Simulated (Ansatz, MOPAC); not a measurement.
Molecule: HF, charge 0, multiplicity 1. SMILES: F

Atoms: F1, H2. Bonds: F1-H2.

Bond lengths (Å) and angles (degrees) optimised at PM3 with MOPAC; PM6 with MOPAC; MNDO with MOPAC; HF/STO-3G with Ansatz (a first-principles code); B3LYP/LANL2DZ with Ansatz; B3LYP/6-31G* with Ansatz, each started from the B3LYP-D3(BJ)/def2-TZVP structure (Ansatz) of the last column. A row stands for all coordinates that are equal there. 6-31G* holds six Cartesian d functions.

| coordinate | PM3 | PM6 | MNDO | HF/STO-3G | B3LYP/LANL2DZ | B3LYP/6-31G* | B3LYP-D3(BJ)/def2-TZVP |
|---|---|---|---|---|---|---|---|
| F1-H2 | 0.938 | 0.966 | 0.956 | 0.955 | 0.949 | 0.934 | 0.925 |

Mean signed difference of all 1 bond lengths from B3LYP-D3(BJ)/def2-TZVP: PM3 0.013 Å, PM6 0.041 Å, MNDO 0.032 Å, HF/STO-3G 0.031 Å, B3LYP/LANL2DZ 0.024 Å, B3LYP/6-31G* 0.009 Å.
